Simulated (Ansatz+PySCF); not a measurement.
Values are calculated unless marked as measured or tabulated.
This Ansatz input gave a total energy of -221.53523 hartree.

```yaml
crystal:
  periodic: [false, false, false]
  atoms:
    - { symbol: O, position_ang: [0.83716, 0.0, 0.0] }
    - { symbol: O, position_ang: [-0.41858, 0.725, 0.0] }
    - { symbol: O, position_ang: [-0.41858, -0.725, 0.0] }
basis:
  gaussian: { orbitals: STO-3G }
hamiltonian:
  xc: hf
correlation:
  method: mp2
  frozen_orbitals: { O: 1 }
scf:
  omitted_lower_state_checks: [stability, starts, atomic_configurations, cluster_reference, orbital_swaps, given_window_search, neighbouring_geometries, increment]
```

(1) Write an input for PySCF with the same method and basis set.

Answers

(1)

```python
from pyscf import gto, scf, mp

mol = gto.M(atom="""
O 0.837160 0.000000 0.000000
O -0.418580 0.725000 0.000000
O -0.418580 -0.725000 0.000000
""", basis='sto-3g', charge=0, spin=0)
mf = scf.RHF(mol)
mf.kernel()
pt = mp.MP2(mf, frozen=3).run()
print(mf.e_tot, pt.e_corr, pt.e_tot)
```

PySCF 2.14.0 gave -221.53523 hartree, 0.03 meV from the first.
